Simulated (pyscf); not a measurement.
boric acid (HO–B(OH)–OH) + ammonia (NH₃) → water (H₂O) + H₂N–B(OH)–OH, a four-centre exchange (singlet surface; B–O, H–N broken, H–O, B–N formed). Structures and frequencies: ωB97X-D3(BJ)/def2-SVP in PySCF. Energies in kcal/mol from the separated reactants.

Small-basis levels: PySCF, no dispersion term, spherical d functions. 

### Question
Quick HF/3-21G single points give ΔE‡ = 17.0 kcal/mol and ΔE = +11.1 kcal/mol. What does ωB97M-D3(BJ)/def2-TZVP give, and how far is the quick result from it?

### Answer
ωB97M-D3(BJ)/def2-TZVP gives ΔE‡ = 28.0 kcal/mol and ΔE = +9.5 kcal/mol. HF/3-21G lies 11.0 kcal/mol under it in the barrier and 1.5 kcal/mol over it in the reaction energy, so on this step it does not hold to within 3.0 kcal/mol. ωB97M-D3(BJ)/def2-TZVP has limits of its own. On the reactant side the descent ends in an adduct with a B–N contact, 1.4 kcal/mol under the separated species and 29.5 kcal/mol under the saddle at ωB97X-D3(BJ)/def2-TZVP. What is counted as formed (B–N) is already present as a longer contact in the reactant adduct; forming that adduct is a step of its own. The products may also form a dative adduct at H₂N–B(OH)–OH; it and routes through it were not searched. One saddle was located; it need not be the lowest between these sides.
